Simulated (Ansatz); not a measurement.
# SiH3F + SiH3 radical: a complex and its separated parts

Aim: how far the complex at one end of a reaction step lies below its separated, relaxed parts, level by level.

Program: Ansatz 0.2.0, Gaussian basis. Level of theory: PBE0-D4/def2-TZVP structures, single points in def2-TZVPP, no counterpoise correction. These are calculated values, not measurements.

Levels: SPW92, PBE-D4, BLYP-D4, r2SCAN-D4, B97M-V, PBE0-D4, B3LYP-D4, r2SCAN0-D4, BHLYP-D4, CAM-B3LYP-D4, wB97X-V, wB97M-V, B2PLYP, PBE-QIDH, RPA on PBE, Hartree-Fock, MP2, CCSD, CCSD(T).

Cores are frozen in the correlated methods. Orbitals are unrestricted. B3LYP uses VWN-RPA correlation. B2PLYP carries no dispersion term here.

94 further runs of the same task are left out: 94 set aside as unsound or not needed.

### Step 1. The system as given

The complex: 9 atoms, charge 0, spin multiplicity 2.

Atoms are counted from 1 here; the program's logs count them from 0.

Bond lengths: H1–Si2 1.481 Å, Si2–F3 1.603 Å, Si2–H5 1.482 Å, Si2–H6 1.482 Å, Si4–H7 1.485 Å, Si4–H8 1.488 Å, Si4–H9 1.485 Å. Angles: H1–Si2–F3 108.2°, H1–Si2–H5 110.8°, H1–Si2–H6 110.8°, F3–Si2–H5 108.1°, F3–Si2–H6 108.1°, H5–Si2–H6 110.7°, H7–Si4–H8 111.0°, H7–Si4–H9 111.8°, H8–Si4–H9 111.0°.

As a file:

```xyz
9
charge 0, multiplicity 2
H     0.7708   -1.7342    0.6167
Si    0.1740   -1.8646   -0.7327
F    -0.4004   -0.4330   -1.1680
Si   -0.0752    1.9831    1.0271
H    -0.9519   -2.8274   -0.7183
H     1.1984   -2.2700   -1.7232
H    -1.5263    1.8040    0.7687
H     0.1543    2.9546    2.1299
H     0.6564    2.3877   -0.1999
```

Its parts: SiH3F holds atoms 1, 2, 3, 5, 6; SiH3 radical holds atoms 4, 7, 8, 9. Each part counts its atoms afresh in its own runs.

### Step 2. Relaxing SiH3F alone

Contents of relax-a/in.yaml:

```yaml
crystal:
  periodic: [false, false, false]
  atoms:
    - {symbol: H, position_ang: [0.770772, -1.734231, 0.616706]}
    - {symbol: Si, position_ang: [0.173975, -1.864608, -0.732744]}
    - {symbol: F, position_ang: [-0.400409, -0.432962, -1.167969]}
    - {symbol: H, position_ang: [-0.951922, -2.827437, -0.718317]}
    - {symbol: H, position_ang: [1.198419, -2.270024, -1.723232]}
basis:
  gaussian: {orbitals: def2-TZVP}
hamiltonian: {xc: pbe0, dispersion: d4}
relax: {f_tol: 0.005, max_steps: 200}
```

On the command line:

```
$ ansatz run in.yaml --threads 4 --pin off --events-out ev --progress --plain --max-ram 9574MiB
```

Log, shortened:

```text
Functional definition: PBE0
  name "PBE0"
  cite "Adamo & Barone, J. Chem. Phys. 110, 6158 (1999) doi:10.1063/1.478522"
  cite "Perdew, Burke & Ernzerhof, Phys. Rev. Lett. 77, 3865 (1996) doi:10.1103/PhysRevLett.77.3865"
  parent pbe
[...]
556 factors; their error is unknown
[...]
mean field -10640.14946103 eV, -391.0182805405 hartree, gradient 4.3e-5 eV, S^2 0.000000; 0 other end points of the search recorded, 0 dependent functions left out
[...]
reference -10640.14948544 eV, -391.0182814376 hartree; 13, 13 occupied and 73, 73 virtual orbitals, 556 factors
[...]
reference -10640.14970112 eV, -391.0182893638 hartree; 13, 13 occupied and 73, 73 virtual orbitals, 556 factors
Total energy: -10640.18814740 eV, -391.0197022383 hartree
Atom 0 at     0.770540    -1.735012     0.615710 Å, force     0.000107     0.000204     0.000372 eV/Å
Atom 1 at     0.172642    -1.861842    -0.734095 Å, force    -0.000584    -0.000235    -0.001396 eV/Å
Atom 2 at    -0.400275    -0.432204    -1.167148 Å, force     0.000253    -0.000193     0.000431 eV/Å
Atom 3 at    -0.950196    -2.828515    -0.718057 Å, force    -0.001178    -0.000222     0.000909 eV/Å
Atom 4 at     1.198124    -2.271690    -1.721966 Å, force     0.001401     0.000447    -0.000315 eV/Å
Dipole moment:     0.094662    -0.236056     0.071644 e Å
```

It took 2.2 s on 4 threads of Arm Neoverse V1, shared host.

Relaxation path:

```csv
step,energy from step 1 (eV),largest force component (eV/Å)
1,0.0000,0.1073
2,-0.0002,0.0612
3,0.0000,0.0978
4,-0.0002,0.0014
```

Distances of close pairs at the start and the end, largest changes first:

```csv
bond,before (Å),after (Å),change (Å)
Si2–F3,1.603,1.600,-0.003
H1–Si2,1.481,1.482,+0.000
Si2–H4,1.482,1.482,+0.000
Si2–H5,1.482,1.482,+0.000
```

### Step 3. Relaxing SiH3 radical alone

Contents of relax-b/in.yaml:

```yaml
crystal:
  periodic: [false, false, false]
  atoms:
    - {symbol: Si, position_ang: [-0.075226, 1.983065, 1.027091]}
    - {symbol: H, position_ang: [-1.526313, 1.804010, 0.768662]}
    - {symbol: H, position_ang: [0.154315, 2.954626, 2.129901]}
    - {symbol: H, position_ang: [0.656389, 2.387663, -0.199898]}
basis:
  gaussian: {orbitals: def2-TZVP}
magnetization: {spin_polarized: true, initial_magnetization: 1}
hamiltonian: {xc: pbe0, dispersion: d4}
relax: {f_tol: 0.005, max_steps: 200}
```

On the command line:

```
$ ansatz run in.yaml --threads 4 --pin off --events-out ev --progress --plain --max-ram 9574MiB
```

Log, shortened:

```text
[... 5 set-up lines as earlier in the session ...]
[...]
400 factors; their error is unknown
[...]
mean field -7921.47155226 eV, -291.1087101791 hartree, gradient 2.2e-5 eV, S^2 0.753004; 0 other end points of the search recorded, 0 dependent functions left out
[...]
Total energy: -7921.49978867 eV, -291.1097478481 hartree
Atom 0 at    -0.073855     1.983755     1.030620 Å, force     0.000172    -0.000399     0.000147 eV/Å
Atom 1 at    -1.524745     1.804205     0.764830 Å, force    -0.001127    -0.000319    -0.000080 eV/Å
Atom 2 at     0.155042     2.954939     2.131705 Å, force     0.000226     0.000541     0.000836 eV/Å
Atom 3 at     0.652723     2.386465    -0.201399 Å, force     0.000729     0.000177    -0.000904 eV/Å
Dipole moment:     0.002472    -0.005950     0.001984 e Å
```

Run time: 1.1 s. Hardware: 4 threads of Arm Neoverse V1, shared host.

Relaxation path:

```csv
step,energy from step 1 (eV),largest force component (eV/Å)
1,0.0000,0.0685
2,-0.0002,0.0103
3,-0.0002,0.0011
```

Close pairs (by a distance rule), those that changed most:

```csv
bond,before (Å),after (Å),change (Å)
Si1–H3,1.488,1.486,-0.002
Si1–H4,1.485,1.486,+0.001
Si1–H2,1.485,1.486,+0.001
```

### Step 4. SPW92/def2-TZVPP

Contents of parta/in.yaml:

```yaml
crystal:
  periodic: [false, false, false]
  atoms:
    - {symbol: H, position_ang: [0.770540, -1.735012, 0.615710]}
    - {symbol: Si, position_ang: [0.172642, -1.861842, -0.734095]}
    - {symbol: F, position_ang: [-0.400275, -0.432204, -1.167148]}
    - {symbol: H, position_ang: [-0.950196, -2.828515, -0.718057]}
    - {symbol: H, position_ang: [1.198124, -2.271690, -1.721966]}
basis:
  gaussian: {orbitals: def2-TZVPP}
hamiltonian: {xc: lda}
```

Contents of partb/in.yaml:

```yaml
crystal:
  periodic: [false, false, false]
  atoms:
    - {symbol: Si, position_ang: [-0.073855, 1.983755, 1.030620]}
    - {symbol: H, position_ang: [-1.524745, 1.804205, 0.764830]}
    - {symbol: H, position_ang: [0.155042, 2.954939, 2.131705]}
    - {symbol: H, position_ang: [0.652723, 2.386465, -0.201399]}
basis:
  gaussian: {orbitals: def2-TZVPP}
magnetization: {spin_polarized: true, initial_magnetization: 1}
hamiltonian: {xc: lda}
```

One command serves all of them, each in its own folder.

On the command line:

```
$ ansatz run in.yaml --threads 4 --pin off --events-out ev --progress --plain --max-ram 9574MiB
```

Output in parta, shortened:

```text
Functional definition: SPW92
  name "SPW92"
  cite "Dirac, Proc. Camb. Phil. Soc. 26, 376 (1930) doi:10.1017/S0305004100016108"
  cite "Slater, Phys. Rev. 81, 385 (1951) doi:10.1103/PhysRev.81.385"
  cite "Perdew & Wang, Phys. Rev. B 45, 13244 (1992) doi:10.1103/PhysRevB.45.13244"
[...]
621 factors; their error is unknown
[...]
mean field -10596.33886565 eV, -389.4082708561 hartree, gradient 1.6e-5 eV, S^2 0.000000; 0 other end points of the search recorded, 0 dependent functions left out
reference -10596.33889533 eV, -389.4082719469 hartree; 13, 13 occupied and 102, 102 virtual orbitals, 621 factors
Total energy: -10596.33889533 eV, -389.4082719469 hartree
```

Output in partb, shortened:

```text
[... 5 set-up lines as earlier in the session ...]
[...]
465 factors; their error is unknown
[...]
mean field -7892.14773726 eV, -290.0310798543 hartree, gradient 4.8e-6 eV, S^2 0.751578; 0 other end points of the search recorded, 0 dependent functions left out
reference -7892.14776768 eV, -290.0310809724 hartree; 9, 8 occupied and 75, 76 virtual orbitals, 465 factors
Total energy: -7892.14776768 eV, -290.0310809724 hartree
```

Wall times: 0.3 s (parta), 0.25 s (partb) on 4 threads of Arm Neoverse V1, shared host.

### Step 5. PBE-D4/def2-TZVPP

The same edit goes into each in.yaml of step 4 (parta, partb):

```diff
-hamiltonian: {xc: lda}
+hamiltonian: {xc: pbe, dispersion: d4}
```

One command serves all of them, each in its own folder.

On the command line:

```
$ ansatz run in.yaml --threads 4 --pin off --events-out ev --progress --plain --max-ram 9574MiB
```

Log of parta, shortened:

```text
Functional definition: PBE
  name "PBE"
[... 2 set-up lines as earlier in the session ...]
[...]
621 factors; their error is unknown
[...]
mean field -10639.26719624 eV, -390.9858579073 hartree, gradient 2.0e-5 eV, S^2 0.000000; 0 other end points of the search recorded, 0 dependent functions left out
reference -10639.26722778 eV, -390.9858590665 hartree; 13, 13 occupied and 102, 102 virtual orbitals, 621 factors
Total energy: -10639.31417068 eV, -390.9875841865 hartree
```

Output in partb, shortened:

```text
[... 4 set-up lines as earlier in the session ...]
[...]
465 factors; their error is unknown
[...]
mean field -7920.60643934 eV, -291.0769178660 hartree, gradient 7.4e-5 eV, S^2 0.752840; 0 other end points of the search recorded, 0 dependent functions left out
reference -7920.60647416 eV, -291.0769191455 hartree; 9, 8 occupied and 75, 76 virtual orbitals, 465 factors
Total energy: -7920.64079805 eV, -291.0781805251 hartree
```

They took 0.4 s (parta), 0.4 s (partb) on 4 threads of Arm Neoverse V1, shared host.

### Step 6. BLYP-D4/def2-TZVPP

Each input of step 5 (parta, partb) changes in the same lines:

```diff
-hamiltonian: {xc: pbe, dispersion: d4}
+hamiltonian: {xc: {name: BLYP}, dispersion: d4}
```

Each run has its own folder and the same command.

On the command line:

```
$ ansatz run in.yaml --threads 4 --pin off --events-out ev --progress --plain --max-ram 9574MiB
```

Log of parta, shortened:

```text
Functional definition: BLYP
  name "BLYP"
  cite "Becke, Phys. Rev. A 38, 3098 (1988) doi:10.1103/PhysRevA.38.3098"
  cite "Lee, Yang & Parr, Phys. Rev. B 37, 785 (1988) doi:10.1103/PhysRevB.37.785"
[...]
621 factors; their error is unknown
[...]
mean field -10645.84667376 eV, -391.2276492466 hartree, gradient 7.7e-5 eV, S^2 0.000000; 0 other end points of the search recorded, 0 dependent functions left out
reference -10645.84693871 eV, -391.2276589833 hartree; 13, 13 occupied and 102, 102 virtual orbitals, 621 factors
Total energy: -10645.95549754 eV, -391.2316484466 hartree
```

partb printed, shortened:

```text
[... 4 set-up lines as earlier in the session ...]
[...]
465 factors; their error is unknown
[...]
mean field -7924.73082149 eV, -291.2284861141 hartree, gradient 7.4e-5 eV, S^2 0.751790; 0 other end points of the search recorded, 0 dependent functions left out
reference -7924.73109239 eV, -291.2284960696 hartree; 9, 8 occupied and 75, 76 virtual orbitals, 465 factors
Total energy: -7924.81105761 eV, -291.2314347372 hartree
```

Wall times: 0.4 s (parta), 0.4 s (partb) on 4 threads of Arm Neoverse V1, shared host.

### Step 7. r2SCAN-D4/def2-TZVPP

The same edit goes into each in.yaml of step 6 (parta, partb):

```diff
-hamiltonian: {xc: {name: BLYP}, dispersion: d4}
+hamiltonian: {xc: r2scan, dispersion: d4}
```

The same command starts each run, in its folder.

On the command line:

```
$ ansatz run in.yaml --threads 4 --pin off --events-out ev --progress --plain --max-ram 9574MiB
```

parta printed, shortened:

```text
Functional definition: r2SCAN
  name "r2SCAN"
  cite "Furness, Kaplan, Ning, Perdew & Sun, J. Phys. Chem. Lett. 11, 8208 (2020) doi:10.1021/acs.jpclett.0c02405"
  cite "Furness, Kaplan, Ning, Perdew & Sun, J. Phys. Chem. Lett. 11, 9248 (2020) doi:10.1021/acs.jpclett.0c03077"
  parent r2scan
[...]
621 factors; their error is unknown
[...]
mean field -10644.31847775 eV, -391.1714890791 hartree, gradient 8.8e-6 eV, S^2 0.000000; 0 other end points of the search recorded, 0 dependent functions left out
reference -10644.31848744 eV, -391.1714894351 hartree; 13, 13 occupied and 102, 102 virtual orbitals, 621 factors
Total energy: -10644.32900611 eV, -391.1718759893 hartree
```

Output in partb, shortened:

```text
[... 5 set-up lines as earlier in the session ...]
[...]
465 factors; their error is unknown
[...]
mean field -7924.16092898 eV, -291.2075429508 hartree, gradient 2.4e-5 eV, S^2 0.755281; 0 other end points of the search recorded, 0 dependent functions left out
reference -7924.16094163 eV, -291.2075434156 hartree; 9, 8 occupied and 75, 76 virtual orbitals, 465 factors
Total energy: -7924.16853902 eV, -291.2078226146 hartree
```

They took 1.1 s (parta), 1 s (partb) on 4 threads of Arm Neoverse V1, shared host.

### Step 8. B97M-V/def2-TZVPP

Each input of step 7 (parta, partb) changes in the same lines:

```diff
-hamiltonian: {xc: r2scan, dispersion: d4}
+hamiltonian: {xc: {name: B97M-V}}
```

The same command starts each run, in its folder.

On the command line:

```
$ ansatz run in.yaml --threads 4 --pin off --events-out ev --progress --plain --max-ram 9574MiB
```

Output in parta, shortened:

```text
Functional definition: B97M-V
  name "B97M-V"
  cite "Mardirossian & Head-Gordon, J. Chem. Phys. 142, 074111 (2015) doi:10.1063/1.4907719"
  cite "Becke, J. Chem. Phys. 107, 8554 (1997) doi:10.1063/1.475007"
  cite "Vydrov & Van Voorhis, J. Chem. Phys. 133, 244103 (2010) doi:10.1063/1.3521275"
  # Of w^i u^j: cxij and so on, Table III.
[...]
  gx(w, u) = cx00 + cx01*u + cx02*u^2 + (cx10 + cx11*u)*w
[...]
  gos(w, u) = cos00 + cos01*u + cos03*u^3 + cos10*w + cos32*w^3*u^2
[...]
      + integral(e_c_pw_mod_opposite_spin*gos(b97_w_opposite, b97_u_opposite)) + vv10(b, c)
621 factors; their error is unknown
[...]
mean field -10643.19349751 eV, -391.1301468178 hartree, gradient 3.6e-5 eV, S^2 0.000000; 0 other end points of the search recorded, 0 dependent functions left out
reference -10643.19354623 eV, -391.1301486081 hartree; 13, 13 occupied and 102, 102 virtual orbitals, 621 factors
Total energy: -10643.19354623 eV, -391.1301486081 hartree
```

Log of partb, shortened:

```text
[... 5 set-up lines as earlier in the session ...]
  # Of w^i u^j: cxij and so on, Table III.
[...]
  gx(w, u) = cx00 + cx01*u + cx02*u^2 + (cx10 + cx11*u)*w
[...]
  gos(w, u) = cos00 + cos01*u + cos03*u^3 + cos10*w + cos32*w^3*u^2
[...]
      + integral(e_c_pw_mod_opposite_spin*gos(b97_w_opposite, b97_u_opposite)) + vv10(b, c)
465 factors; their error is unknown
[...]
mean field -7922.83473025 eV, -291.1588060466 hartree, gradient 4.1e-5 eV, S^2 0.753685; 0 other end points of the search recorded, 0 dependent functions left out
reference -7922.83478087 eV, -291.1588079066 hartree; 9, 8 occupied and 75, 76 virtual orbitals, 465 factors
Total energy: -7922.83478087 eV, -291.1588079066 hartree
```

Wall times: 1.8 s (parta), 1.4 s (partb) on 4 threads of Arm Neoverse V1, shared host.

### Step 9. PBE0-D4/def2-TZVPP

The same edit goes into each in.yaml of step 8 (parta, partb):

```diff
-hamiltonian: {xc: {name: B97M-V}}
+hamiltonian: {xc: pbe0, dispersion: d4}
+output: {orbitals: {seedname: orbitals}}
```

Each run has its own folder and the same command.

On the command line:

```
$ ansatz run in.yaml --threads 4 --pin off --events-out ev --progress --plain --max-ram 9574MiB
```

parta printed, shortened:

```text
[... 5 set-up lines as earlier in the session ...]
[...]
624 factors; their error is unknown
[...]
mean field -10640.16339073 eV, -391.0187924476 hartree, gradient 7.8e-5 eV, S^2 0.000000; 0 other end points of the search recorded, 0 dependent functions left out
reference -10640.16341453 eV, -391.0187933220 hartree; 13, 13 occupied and 102, 102 virtual orbitals, 624 factors
Total energy: -10640.20186080 eV, -391.0202061965 hartree
```

partb printed, shortened:

```text
[... 5 set-up lines as earlier in the session ...]
[...]
468 factors; their error is unknown
[...]
mean field -7921.48682978 eV, -291.1092716179 hartree, gradient 2.7e-5 eV, S^2 0.753053; 0 other end points of the search recorded, 0 dependent functions left out
reference -7921.48685610 eV, -291.1092725852 hartree; 9, 8 occupied and 75, 76 virtual orbitals, 468 factors
Total energy: -7921.51487616 eV, -291.1103023031 hartree
```

Times: 0.45 s (parta), 0.45 s (partb) on 4 threads of Arm Neoverse V1, shared host.

### Step 10. B3LYP-D4/def2-TZVPP

Each input of step 9 (parta, partb) changes in the same lines:

```diff
-hamiltonian: {xc: pbe0, dispersion: d4}
-output: {orbitals: {seedname: orbitals}}
+hamiltonian: {xc: {name: B3LYP}, dispersion: d4}
```

The same command starts each run, in its folder.

On the command line:

```
$ ansatz run in.yaml --threads 4 --pin off --events-out ev --progress --plain --max-ram 9574MiB
```

Log of parta, shortened:

```text
Functional definition: B3LYP
  name "B3LYP"
  cite "Stephens, Devlin, Chabalowski & Frisch, J. Phys. Chem. 98, 11623 (1994) doi:10.1021/j100096a001"
[... 2 set-up lines as earlier in the session ...]
  cite "Vosko, Wilk & Nusair, Can. J. Phys. 58, 1200 (1980) doi:10.1139/p80-159"
[...]
624 factors; their error is unknown
[...]
mean field -10647.01142956 eV, -391.2704532326 hartree, gradient 5.7e-5 eV, S^2 0.000000; 0 other end points of the search recorded, 0 dependent functions left out
reference -10647.01162752 eV, -391.2704605077 hartree; 13, 13 occupied and 102, 102 virtual orbitals, 624 factors
Total energy: -10647.08798332 eV, -391.2732665317 hartree
```

partb printed, shortened:

```text
[... 6 set-up lines as earlier in the session ...]
[...]
468 factors; their error is unknown
[...]
mean field -7925.67561035 eV, -291.2632064646 hartree, gradient 7.3e-5 eV, S^2 0.751952; 0 other end points of the search recorded, 0 dependent functions left out
reference -7925.67581318 eV, -291.2632139185 hartree; 9, 8 occupied and 75, 76 virtual orbitals, 468 factors
Total energy: -7925.73176861 eV, -291.2652702426 hartree
```

They took 0.5 s (parta), 0.45 s (partb) on 4 threads of Arm Neoverse V1, shared host.

### Step 11. r2SCAN0-D4/def2-TZVPP

The same edit goes into each in.yaml of step 10 (parta, partb):

```diff
-hamiltonian: {xc: {name: B3LYP}, dispersion: d4}
+hamiltonian: {xc: {name: r2SCAN0}, dispersion: d4}
```

The same command starts each run, in its folder.

On the command line:

```
$ ansatz run in.yaml --threads 4 --pin off --events-out ev --progress --plain --max-ram 9574MiB
```

Output in parta, shortened:

```text
Functional definition: r2SCAN0
  name "r2SCAN0"
  cite "Bursch, Neugebauer, Ehlert & Grimme, J. Chem. Phys. 156, 134105 (2022) doi:10.1063/5.0086040"
[... 3 set-up lines as earlier in the session ...]
[...]
624 factors; their error is unknown
[...]
mean field -10643.88441500 eV, -391.1555375672 hartree, gradient 1.9e-5 eV, S^2 0.000000; 0 other end points of the search recorded, 0 dependent functions left out
reference -10643.88442271 eV, -391.1555378504 hartree; 13, 13 occupied and 102, 102 virtual orbitals, 624 factors
Total energy: -10643.89666789 eV, -391.1559878526 hartree
```

Log of partb, shortened:

```text
[... 6 set-up lines as earlier in the session ...]
[...]
468 factors; their error is unknown
[...]
mean field -7924.07971971 eV, -291.2045585653 hartree, gradient 4.7e-5 eV, S^2 0.754660; 0 other end points of the search recorded, 0 dependent functions left out
reference -7924.07972965 eV, -291.2045589306 hartree; 9, 8 occupied and 75, 76 virtual orbitals, 468 factors
Total energy: -7924.08858625 eV, -291.2048844047 hartree
```

Times: 1.1 s (parta), 1 s (partb) on 4 threads of Arm Neoverse V1, shared host.

### Step 12. BHLYP-D4/def2-TZVPP

Each input of step 11 (parta, partb) changes in the same lines:

```diff
-hamiltonian: {xc: {name: r2SCAN0}, dispersion: d4}
+hamiltonian: {xc: {name: BHLYP}, dispersion: d4}
```

The same command starts each run, in its folder.

On the command line:

```
$ ansatz run in.yaml --threads 4 --pin off --events-out ev --progress --plain --max-ram 9574MiB
```

Log of parta, shortened:

```text
Functional definition: BHLYP
  name "BHLYP"
  cite "Becke, J. Chem. Phys. 98, 1372 (1993) doi:10.1063/1.464304"
[... 2 set-up lines as earlier in the session ...]
[...]
662 factors; their error is unknown
[...]
mean field -10645.36171565 eV, -391.2098273648 hartree, gradient 1.4e-5 eV, S^2 0.000000; 0 other end points of the search recorded, 0 dependent functions left out
reference -10645.36185006 eV, -391.2098323041 hartree; 13, 13 occupied and 102, 102 virtual orbitals, 662 factors
Total energy: -10645.41598651 eV, -391.2118217820 hartree
```

Log of partb, shortened:

```text
[... 5 set-up lines as earlier in the session ...]
[...]
487 factors; their error is unknown
[...]
mean field -7924.93216204 eV, -291.2358852431 hartree, gradient 6.2e-5 eV, S^2 0.752286; 0 other end points of the search recorded, 0 dependent functions left out
reference -7924.93229927 eV, -291.2358902861 hartree; 9, 8 occupied and 75, 76 virtual orbitals, 487 factors
Total energy: -7924.97168423 eV, -291.2373376567 hartree
```

Wall times: 0.55 s (parta), 0.45 s (partb) on 4 threads of Arm Neoverse V1, shared host.

(Part 1 of 2 ends here.)
